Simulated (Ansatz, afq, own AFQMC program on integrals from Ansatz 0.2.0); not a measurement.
**AlH3⁺, doublet in cc-pVDZ, levels against full CI**

```xyz
4

Al    0.0000    0.0576    0.0044
H     0.0000    0.2267   -1.5468
H     0.0000    0.2125    1.4259
H     0.0000   -1.9816    0.0044
```

Basis cc-pVDZ. Only valence electrons are correlated. Integrals, coupled cluster, full CI and functionals: Ansatz 0.2.0; the random walks run on the same integrals in our own AFQMC program. ph-AFQMC/CISD is guided by a CISD state made of CCSD amplitudes; releasing the constraint for a short imaginary time cuts its bias at the price of noise, slowly where states lie close. Free projection: walkers drawn from exp(T), propagated without any constraint. Its projection time is finite, and what remains of the start isn't in its error. Error bars are statistical, one sigma.

Determinant: UHF, the one that the program's search chose, which needn't be the lowest solution. The geometry is a point of a scan.

Full CI on the same integrals is exact in this basis and with this determinant's frozen core.

- T1 diagnostic: 0.0139
- weight of the determinant in the CISD state: 0.951
- ⟨S²⟩ of the determinant: 0.753
- size of the correlated space: 5 electrons in 28 orbitals

Reference: full CI, correlation energy -1.953 eV. The released energy is read at 2.40 1/Eh (meV from the phaseless value at times in 1/Eh: -0.3 ± 0.6 at 0.24, -0.8 ± 0.5 at 0.51, -1.3 ± 0.5 at 0.99, -1.6 ± 0.4 at 1.62, -1.3 ± 0.4 at 2.40).

| level | E − E(reference) (kJ/mol) | share of correlation (%) |
| --- | --- | --- |
| HF | 188.4 | 0.00 |
| MP2 | 50.5 | 73.18 |
| CCSD | 2.8 | 98.50 |
| CCSD(T) | 0.9 | 99.52 |
| CCSDT | 0.1 | 99.96 |
| CCSDT(Q) | 0.0 | 99.99 |
| CCSDTQ | 0.0 | 100.00 |
| ph-AFQMC/HF | -1.9 ± 1.1 | 101.00 |
| ph-AFQMC/CISD | 0.0 ± 0.07 | 99.98 |
| released AFQMC | -0.1 ± 0.03 | 100.04 |
| free AFQMC | 0.0 ± 0.03 | 100.01 |

CCSDT and higher add their correlation energy to the determinant of the CCSD(T) run, since their own runs factorise the integrals more tightly (a shift of under 2 meV). Free projections are given only where their last times agree within the noise and don't stop above the reference; a slow remainder of the start can still hide under it. A walk keeps the symmetry of its determinant, which the program's search chose and which needn't be the lowest solution, so a lower state of the same spin and another symmetry isn't excluded. Released energies are given only where the last usable release times agree within the noise; a slower fall can still hide under it.
